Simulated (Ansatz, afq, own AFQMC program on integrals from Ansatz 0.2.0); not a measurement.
## BGeH$_{4}$, doublet in 6-31G along one coordinate

```xyz
6

Ge    0.0000    0.0000    0.2823
B     0.0000    0.0000   -1.6912
H     0.0000    1.2553    1.1670
H     0.0000   -1.2553    1.1670
H     0.0000    1.0424   -2.2706
H     0.0000   -1.0424   -2.2706
```

The Ge1–B2 distance is changed with both sides rigid. Energies in kcal/mol count from this geometry (1.974 Å) at the same level; the start stands on UHF, each point on the determinant named.

Basis 6-31G. Noble-gas cores (and the filled d shells of Ga–Kr and In–Xe) are frozen. AFQMC by an in-house program on the Cholesky factors that Ansatz 0.2.0 writes for its CCSD(T) run. The CISD trial takes its coefficients from CCSD amplitudes. Released means that phaseless walkers are propagated on without the constraint, phases kept. Uncertainties: one standard error, sampling alone. No spin–orbit coupling.

Cautions, each for one point or more: higher spins were not checked; inner d shell frozen; no relativity below Rb; no spin-orbit coupling; strong correlation; the ph-AFQMC/CISD walk drifts between its halves; unrestricted determinant spin contaminated; walk and cluster series may follow different spin states.

```
r(Ge1–B2) / Å  det.     T1  weight  ⟨S²⟩  r2SCAN  CCSD  CCSD(T)
        1.569   UHF  0.009    0.92  0.76    55.8  65.3     65.5
        2.358   UHF  0.026    0.89  0.77    16.4  12.6     12.3
        3.211  UHF¶  0.064    0.77  1.44   73.3§  63.8     63.2
        4.306  UHF¶  0.089    0.76  1.20   87.2§  74.2     75.1
```

Estimate the curve of phaseless AFQMC with a CISD trial, counted from the same start.


| r(Ge1–B2) / Å | det. | T1 | weight | ⟨S²⟩ | ph-AFQMC/CISD | released AFQMC |
| --- | --- | --- | --- | --- | --- | --- |
| 1.569 | UHF | 0.009 | 0.92 | 0.76 | 65.6 ± 0.2 | – |
| 2.358 | UHF | 0.026 | 0.89 | 0.77 | 11.9 ± 0.3 | 12.2 ± 0.3 |
| 3.211 | UHF¶ | 0.064 | 0.77 | 1.44 | 62.0 ± 0.5 | 62.1 ± 0.7* |
| 4.306 | UHF¶ | 0.089 | 0.76 | 1.20 | 75.2 ± 0.3 | 75.4 ± 0.3* |

Weight is that of the determinant in the CISD state; at the start T1 is 0.018 and the weight 0.91, and ⟨S²⟩ is 0.76. ¶ marks points with a poor determinant and no full CI, where no value is sure; they don't count among the departures. An asterisk marks released energies that aren't shown to be converged. Symmetry can't show for every point that it stays on the start's state. A dash marks a missing value, a released energy that hasn't settled or a functional that sits on another state. § marks a functional whose ⟨S²⟩ is too high by over 0.1. Largest departures from phaseless AFQMC with a CISD trial: CCSD(T) 0.4 kcal/mol at 2.358 (on UHF) (within the noise), r2SCAN -9.8 kcal/mol at 1.569, CCSD 0.7 kcal/mol at 2.358 (on UHF). The walk's constraint bias lies outside its error bars, so these are departures and not errors. Functionals count only at points shown to share the start's state and spin. In this small basis the wave-function levels are far from their limit, so their gap to the functionals isn't the functionals' error.

A walk keeps the symmetry of its determinant, which the program's search chose and which needn't be the lowest solution, so a lower state of the same spin and another symmetry isn't excluded.
